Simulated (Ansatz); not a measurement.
Task: the interaction energy of a dimer with the counterpoise correction of CH2N2, SMILES N#CN, with Ansatz 0.2.0, Python API. Give the script and its output. Settings (for the species named): Hartree-Fock, def2-SVPD basis, multiplicity 1.

```xyz
5

N     0.4924   -1.3353    1.3747
C     0.2192   -0.5540    0.5021
N    -0.0798    0.3130   -0.4916
H    -0.8403    0.2241   -1.0167
H     0.2584    1.2786   -0.4099
```

`ch2n2.py`
```python
# -*- coding: utf-8 -*-
'''Binding of a CH2N2 dimer at a trial geometry.'''

import ansatz

FIRST = [
    ('N', (0.4824, -1.3206, 1.383)),
    ('C', (0.2092, -0.5393, 0.5104)),
    ('N', (-0.0898, 0.3277, -0.4833)),
    ('H', (-0.8503, 0.2388, -1.0084)),
    ('H', (0.2484, 1.2933, -0.4016)),
]
SECOND = [
    ('N', (2.2758, 2.3683, 0.2489)),
    ('C', (2.6813, 1.8761, -0.7708)),
    ('N', (3.1388, 1.34, -1.9248)),
    ('H', (4.0449, 1.2591, -2.1104)),
    ('H', (2.5532, 0.6448, -2.4014)),
]

def energy(atoms, ghosts=()):
    molecule = ansatz.Crystal.molecule()
    for symbol, xyz in atoms:
        molecule = molecule.atom(symbol, xyz)
    calc = (
        molecule.calculation()
        .basis(gaussian='def2-SVPD')
        .functional('HF')
    )
    deck = calc.input()
    if ghosts:
        deck = deck.set(ansatz.key.basis.gaussian.ghost_atoms, [{'symbol': s, 'position_ang': list(xyz)} for s, xyz in ghosts])
    return ansatz.Session.from_dict(deck).plan().execute().report['free_energy_ev']


def main():
    # monomers in their own basis and in the basis of the dimer
    both = energy(FIRST + SECOND)
    alone = energy(FIRST) + energy(SECOND)
    ghosted = energy(FIRST, SECOND) + energy(SECOND, FIRST)
    print(f'dimer {both:.6f} eV')
    print(f'interaction, uncorrected   {23.060548 * (both - alone):8.3f} kcal/mol')
    print(f'interaction, counterpoise  {23.060548 * (both - ghosted):8.3f} kcal/mol')
    print(f'basis-set superposition    {23.060548 * (alone - ghosted):8.3f} kcal/mol')


if __name__ == '__main__':
    main()
```

Running `python ch2n2.py` prints:
```text
dimer -8043.198099 eV
interaction, uncorrected     -2.131 kcal/mol
interaction, counterpoise    -1.235 kcal/mol
basis-set superposition       0.896 kcal/mol
```

Uncorrected it is -2.131 kcal/mol, with the counterpoise correction -1.235 kcal/mol; the difference, 0.90 kcal/mol, is the superposition error.

What to keep in mind:
- Total energies depend on the basis set; only differences at equal settings carry meaning.
- The dimer is a generated trial pose of unrelaxed monomers, not a minimum, so the figure is no binding energy, and the basis set is small.
- Hartree-Fock leaves correlation out, so bond, atomisation and ionisation energies come out well too low.
- This level lacks the dispersion part of the attraction (electrostatics and induction are there), which can decide the sign where the interaction is weak.
- Timing: 5.2 s on 1 thread of Arm Neoverse V1 (shared host), peak memory 0.31 GiB.

(A comment or docstring line of the script was reworded after the run, the code is as it ran; lines on the test bed's own set-up are left out of the output.)
